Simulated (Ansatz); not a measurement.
# LiAlH radical (SMILES [Li][AlH]): single points off equilibrium

One table from this session's results is given with a row withheld; the runs are named, their logs left out.

Program: Ansatz 0.2.0, Gaussian basis. Level of theory: single points in def2-TZVPP. These are calculated values, not measurements.

Cores are frozen in the correlated methods. The outer core shell of Li, Na, Mg and K is correlated. Orbitals are unrestricted.

## The system as given

SMILES `[Li][AlH]`, 3 atoms, charge 0, spin multiplicity 2.

Atoms are counted from 1 here; the program's logs count them from 0.

Bond lengths: Al2–H3 1.756 Å.

Geometry (Å):

```xyz
3
charge 0, multiplicity 2
Li   -1.5912    0.1958   -0.9084
Al    0.5154    0.6169    0.4333
H     1.2354   -0.9838    0.4830
```

The first run:

Input file run/in.yaml:

```yaml
crystal:
  periodic: [false, false, false]
  atoms:
    - {symbol: Li, position_ang: [-1.591200, 0.195800, -0.908400]}
    - {symbol: Al, position_ang: [0.515400, 0.616900, 0.433300]}
    - {symbol: H, position_ang: [1.235400, -0.983800, 0.483000]}
basis:
  gaussian: {orbitals: def2-TZVPP}
magnetization: {spin_polarized: true, initial_magnetization: 1}
correlation: {method: ccsd_t}
scf: {omitted_lower_state_checks: [cluster_reference]}
output: {forces: true}
```

On the command line:

```sh
ansatz run in.yaml --threads 4 --pin off --events-out ev --progress --plain --max-ram 5222MiB
```

Steps of the session up to this table: CCSD(T)/def2-TZVPP; PBE0-D4/def2-TZVPP; wB97M-V/def2-TZVPP; r2SCAN-D4/def2-TZVPP; PBE-D4/def2-TZVPP; revPBE-D4/def2-TZVPP; SPW92/def2-TZVPP.

One of the session's tables, all rows but one given; the rest of the session is left out.

```
   method  RMS force component (eV/Å)  angle to CCSD(T) forces (°)  dipole (D)
  CCSD(T)                       0.531                    reference        5.60
  PBE0-D4                       0.503                          1.3        5.01
  wB97M-V                       0.516                          3.0        4.81
r2SCAN-D4                           ?                            ?           ?
   PBE-D4                       0.444                          5.4        4.45
revPBE-D4                       0.440                          9.6        4.42
    SPW92                       0.433                          0.6        4.50
```

Q: Estimate the row for r2SCAN-D4 from the others.

As computed: RMS force component (eV/Å): 0.510; angle to CCSD(T) forces (°): 2.1; dipole (D): 5.20. In the column «RMS force component (eV/Å)» it lies between PBE0-D4 (0.503) and wB97M-V (0.516).
